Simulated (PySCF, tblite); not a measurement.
Compound: C₄H₆FN.
Geometry (GFN2-xTB, Å), atoms numbered from 1 in this order:
```xyz
12
C4H6FN angstrom
C      2.092    0.360   -0.259
C      0.906   -0.213   -0.393
F      0.772   -1.304   -1.186
C     -0.341    0.222    0.255
C     -1.561   -0.592   -0.060
N     -0.276    1.233    1.011
H      2.182    1.223    0.372
H      2.962   -0.018   -0.765
H     -1.397   -1.628    0.236
H     -1.743   -0.583   -1.134
H     -2.434   -0.202    0.458
H     -1.160    1.500    1.439
```

Computed with CAM-B3LYP/def2-SVPD in PySCF (dipole) on a GFN2-xTB geometry, gas phase.

Masses are those of the commonest isotopes; rigid-rotor values at the optimised geometry. The values belong to one conformer with, in the numbering `[H]/[N:6]=[C:4](/[C:2](=[CH2:1])[F:3])[CH3:5]`, C1–C2–C4–C5 180°.

Problem. What are A, B and C (MHz)?

Solution. Ia = 97.54, Ib = 142.76, Ic = 237.18 u·Å²; 505379 MHz·u·Å²/I gives A = 5181, B = 3540, C = 2131 MHz.

Problem. What kind of rotor is it?

Solution. An asymmetric top; Ray's κ = -0.076.

Problem. What does the inertial defect say?

Solution. Not planar: Δ = Ic − Ia − Ib = -3.11 u·Å². For a rigid frame Δ = −2 Σ m c², so Σ m c² = 1.56 u·Å² lies off the ab plane, practically all of it from hydrogen. The atom farthest from that plane is 0.88 Å away.

Problem. Where do the levels up to J = 3 lie, in cm⁻¹?

Solution. Above 0(0,0):
J = 1: 1(0,1) 0.1892, 1(1,1) 0.2439, 1(1,0) 0.2909
J = 2: 2(0,2) 0.5476, 2(1,2) 0.5752, 2(1,1) 0.7162, 2(2,1) 0.8805, 2(2,0) 0.9004
J = 3: 3(0,3) 1.0514, 3(1,3) 1.0615, 3(1,2) 1.3377, 3(2,2) 1.4480, 3(2,1) 1.5316, 3(3,1) 1.8499, 3(3,0) 1.8558

Problem. Which lines would a microwave search look for?

Solution. The dipole components are |μa| = 1.16 D, |μb| = 0.77 D, |μc| = 0.00 D; the mirror of this Cs structure is the ab plane, so μc vanishes by symmetry (the 0.01 D computed is a residue) and there are no c-type lines. Intensities carry the squares of the components, which stand as 1.00 : 0.45 (a : b). Some lines, for components of 0.1 D or more:

```tsv
type	branch	J(Ka,Kc)	MHz	lower level (cm⁻¹)
a	R	2(1,1) ← 1(1,0)	12751	0.291
b	Q	5(4,1) ← 5(3,2)	13138	3.723
a	R	3(0,3) ← 2(0,2)	15104	0.548
a	R	3(1,2) ← 2(1,1)	18631	0.716
a	R	3(2,1) ← 2(2,0)	18921	0.900
b	R	4(1,3) ← 3(2,2)	20451	1.448
b	R	4(2,3) ← 3(1,2)	25503	1.338
a	R	5(1,4) ← 4(1,3)	28077	2.130
b	R	5(2,4) ← 4(1,3)	28795	2.130
a	R	5(3,2) ← 4(3,1)	31540	2.671
a	R	5(2,3) ← 4(2,2)	31672	2.386
b	R	4(2,2) ← 3(1,3)	39693	1.062
b	R	5(4,1) ← 4(3,2)	45759	2.635
```

Its GFN2-xTB frequencies are all real (lowest 60 cm⁻¹). Constants of a rigid frame at the computed geometry: no zero-point averaging, no centrifugal distortion. A rigid rotor knows nothing of internal rotation, which can split or shift real lines. Quadrupole hyperfine structure (14N) is left out.

The run took 21 s of wall time on one thread, Arm Neoverse V1, on a shared host. This is the CAM-B3LYP/def2-SVPD job that gave the dipole, with the excitations it also computed.
